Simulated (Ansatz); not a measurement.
A run of Ansatz (development build ahead of 0.2.0) on singlet C₄H₄S at this shape:

```xyz
9

S     0.0421    0.0589    1.1933
C     0.0096    1.2777   -0.0678
C     0.0185   -1.3000   -0.0675
C     0.0176    0.7457   -1.2349
C    -0.0551   -0.7274   -1.2493
H    -0.0569    2.2470    0.3869
H     0.0070   -2.3747    0.3338
H    -0.0235    1.3588   -2.0643
H     0.0192   -1.3252   -2.1418
```

Its results:

| Property | Result |
| --- | --- |
| Converged | yes |
| Reference energy | -551.16646 hartree |
| Correlation energy | -0.40535 hartree |
| Total energy | -551.57180 hartree |
| Spin squared of the determinant | 0.000 |

Task: Which input gives this output? Name the method, the orbitals and the basis set, and write the input.

Result: RHF-MP2 in 6-31G. An unrestricted run that stays on the closed shell gives the same numbers.

```yaml
crystal:
  periodic: [false, false, false]
  atoms:
    - { symbol: S, position_ang: [0.04208, 0.05886, 1.1933] }
    - { symbol: C, position_ang: [0.0096, 1.27771, -0.06775] }
    - { symbol: C, position_ang: [0.01845, -1.30002, -0.06754] }
    - { symbol: C, position_ang: [0.01757, 0.74571, -1.2349] }
    - { symbol: C, position_ang: [-0.05511, -0.72735, -1.24934] }
    - { symbol: H, position_ang: [-0.05693, 2.24703, 0.38692] }
    - { symbol: H, position_ang: [0.007, -2.37472, 0.33383] }
    - { symbol: H, position_ang: [-0.02353, 1.35878, -2.06426] }
    - { symbol: H, position_ang: [0.0192, -1.32515, -2.14185] }
basis:
  gaussian: { orbitals: "6-31G" }
hamiltonian:
  xc: hf
correlation:
  method: mp2
  frozen_orbitals: { C: 1, H: 0, S: 5 }
```
